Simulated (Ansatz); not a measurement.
# CH5AlO: how energies converge with the basis set

The task here is to estimate one member of a computed series from the others.

Method: one geometry, several basis sets; program: Ansatz 0.2.0, Gaussian basis.

The runs, in order: PBE0-D4/def2-SVP; ωB97M-V/def2-SVP; PBE0-D4/def2-QZVPP; ωB97M-V/def2-QZVPP; the functionals' def2-TZVPP values are taken from earlier runs.

1 further run of the same task is left out (it didn't finish).

### The relaxed structure

An earlier PBE0-D4 in a triple-zeta def2 set relaxation fixed the geometry.

8 atoms, charge 0, spin multiplicity 1.

Atoms are counted from 1 here; the program's logs count them from 0.

Bond lengths: C1–O2 1.397 Å, C1–H4 1.095 Å, C1–H5 1.098 Å, C1–H6 1.095 Å, O2–Al3 1.686 Å, Al3–H7 1.585 Å, Al3–H8 1.577 Å. Angles: O2–C1–H4 110.1°, O2–C1–H5 112.6°, O2–C1–H6 110.1°, H4–C1–H5 108.0°, H4–C1–H6 107.8°, H5–C1–H6 108.0°, C1–O2–Al3 134.1°, O2–Al3–H7 118.7°, O2–Al3–H8 116.3°, H7–Al3–H8 125.0°.

Set-up of the first run:

in.yaml

```yaml
crystal:
  periodic: [false, false, false]
  atoms:
    - {symbol: C, position_ang: [-0.458701, 1.087280, -0.422268]}
    - {symbol: O, position_ang: [-0.579766, -0.252191, -0.043855]}
    - {symbol: Al, position_ang: [0.505619, -1.418557, 0.507597]}
    - {symbol: H, position_ang: [-0.793323, 1.217557, -1.456709]}
    - {symbol: H, position_ang: [0.573285, 1.454590, -0.349864]}
    - {symbol: H, position_ang: [-1.088263, 1.716895, 0.215156]}
    - {symbol: H, position_ang: [2.031567, -1.021609, 0.673239]}
    - {symbol: H, position_ang: [-0.098216, -2.841165, 0.820805]}
basis:
  gaussian: {orbitals: def2-SVP}
hamiltonian: {xc: pbe0, dispersion: d4}
output: {orbitals: {seedname: orbitals}}
```

Run with:

```console
ansatz run in.yaml --threads 4 --pin off --events-out ev --progress --plain --max-ram 10444MiB
```

Among the steps run: PBE0-D4 in def2-SVP; ωB97M-V in def2-SVP; PBE0-D4 in def2-QZVPP; ωB97M-V in def2-QZVPP.

One table of the session follows, with a row left open; its other results are not shown here.

It belongs to the step «Functionals by basis». 

| functional | basis | HOMO (eV) |
| --- | --- | --- |
| PBE0-D4 | def2-SVP | -7.98 |
| PBE0-D4 | def2-TZVPP | -8.08 |
| PBE0-D4 | def2-QZVPP | -8.09 |
| ωB97M-V | def2-SVP | -10.25 |
| ωB97M-V | def2-TZVPP | -10.38 |
| ωB97M-V | def2-QZVPP | ? |

**Question.** Estimate the row for ωB97M-V, def2-QZVPP.

The run gave: HOMO (eV): -10.40. In the column «HOMO (eV)» it is the lowest.
